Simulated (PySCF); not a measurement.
# How methods differ on the electron affinity of Al

Al⁻ [Ne] 3s2 3p2 (3P) → Al [Ne] 3s2 3p1 (2P), as a difference of total energies. Computed with PySCF 2.14 in x2c-TZVPPall with one added diffuse shell each of s, p, d type (6s6p4d1f, 51 functions), with the spin-free X2C one-electron Hamiltonian (Gaussian nucleus). Correlated levels: valence and next inner shell: 1s2 frozen. The calculations carry no spin-orbit coupling.

Question: Order these methods by the electron affinity they give, lowest first.
A. MP2 (valence and next inner shell)
B. UHF
C. SCS-MP2 (valence and next inner shell)
D. CCSD(T) (valence and next inner shell)

Answer: B (0.011 eV), C (0.236 eV), A (0.330 eV), D (0.389 eV).

Errors of the correlated levels include the incompleteness of this basis and the frozen core.

For comparison: 0.433 eV (measured; photodetachment measurements, as compiled on the Wikipedia data page of electron affinities).
